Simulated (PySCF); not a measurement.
Rock-salt LiBr was calculated with MP2 (PySCF, GTH pseudopotentials, Gaussian basis).

The cell has the measured lattice parameters. Conventional cell: a = 5.5010 Å, b = 5.5010 Å, c = 5.5010 Å, α = 90.00°, β = 90.00°, γ = 90.00°.

The correlation energy at a fixed DZ basis:

```json
[
 {"k mesh": "2×2×2", "value (eV/atom)": "-1.8598"},
 {"k mesh": "3×3×3", "value (eV/atom)": "-1.9511"},
 {"k mesh": "4×4×4", "value (eV/atom)": "-1.9798"}
]
```

**Question.** Taking the value to converge with the number of k points N as 1/N, extrapolate from the last two rows.

**Answer.** With y = y∞ + c/w and weights w = 27 and 64 for the last two rows, y∞ = (w2 y2 − w1 y1)/(w2 − w1) = (64 × -1.9798 − 27 × -1.9511)/37 = -2.0007 eV/atom, which lies 0.0209 beyond the last row. Successive pairs of rows give -1.9895, -2.0007. The limit also hangs on the law assumed, so its last digits aren't firm.

The other settings are not extrapolated, so this is the limit in one setting alone.
